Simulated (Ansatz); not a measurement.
H2Al–C, quartet in 6-31G: errors against full CI

Geometry: that of the H2Al–C, doublet, kept fixed.

```xyz
4

Al    0.0000    0.0000    0.5411
C     0.0000    0.0000   -1.4289
H     0.0000    1.4055    1.2709
H     0.0000   -1.4055    1.2709
```

Basis 6-31G; Ansatz 0.2.0. Only valence electrons are correlated (noble-gas cores frozen), which leaves 9 electrons in 20 orbitals. R marks a restricted (for open shells ROHF) determinant, U an unrestricted one. Active spaces: valence = (9e, 10o) chosen from the atoms' valence shells.

Full CI is exact within this basis and frozen core; it isn't the basis-set limit. The frozen core follows each run's orbitals, which can shift R against U totals by a few meV.

For open shells CISD and CISDTQ are restricted-active-space CI with the open shells as a complete middle space.

```
UHF ⟨S²⟩                          : 3.755
T1 diagnostic (RCCSD)             : 0.0216
largest doubles amplitude (RCCSD) : 0.039
T1 diagnostic (UCCSD)             : 0.0195
```

| level | E − E(RHF) (eV) |
| --- | --- |
| UHF | -0.0390 |
| RMP2 | -1.7521 |
| UMP2 | -1.7666 |
| RCCSD | -2.3941 |
| UCCSD | -2.3961 |
| RCCSD(T) | -2.4363 |
| UCCSD(T) | -2.4374 |

Task: Estimate how far full CI in 6-31G lies from RCCSD(T). The table doesn't fix it; the size of (T) and the diagnostics are the guide.

Result: Full CI in 6-31G lies 2.1 kJ/mol below RCCSD(T), which is 51 % of the (T) step (-4.1 kJ/mol). The diagnostics give no warning, yet the rest is a sizeable part of (T).

The other levels:

| level | E − E(full CI) (kJ/mol) | share of correlation (%) | wall time |
| --- | --- | --- | --- |
| CISD | 14.0 | 94.11 | 1.1 s |
| BCCD(T) | 2.0 | 99.14 | 0.54 s |
| RCCSDT | 0.3 | 99.88 | – |
| UCCSDT | 0.2 | 99.92 | – |
| CISDTQ | 0.3 | 99.87 | 38 s |
| RCCSDT(Q) | 0.1 | 99.97 | 3.2 s |
| UCCSDT(Q) | -0.1 | 100.02 | 2.8 s |
| RCCSDTQ | 0.0 | 100.01 | 28 s (H100) |
| UCCSDTQ | -0.1 | 100.04 | 26 s (H100) |
| CASSCF (valence space) | 90.9 | 61.67 | – |
| NEVPT2 (valence space) | 24.7 | 89.56 | 2.6 s |
| MRCISD (valence space) | 3.8 | 98.38 | – |
| MRCISD+Q (valence space) | 2.0 | 99.16 | 5.5 s |

The correlation energy at full CI, counted from RHF, is -2.458 eV. That run took 15 s on 2 threads of AMD EPYC 7R13 with a shared H100 80 GB, shared host over 11,075,136 determinants.

Times hold each run's SCF and search for its determinant on a shared host, so for small cases they say little of a method's own cost; rows without a card ran on 1 thread of AMD EPYC 7R13.

The full-CI state has the irrep A2 of C2v, in the program's axes.

Natural occupations of full CI about the gap: 1.973 1.962 1.960 0.996 0.993 0.988 0.039 0.021 0.021 0.018; effectively unpaired electrons, Σ n²(2−n)², 3.03.
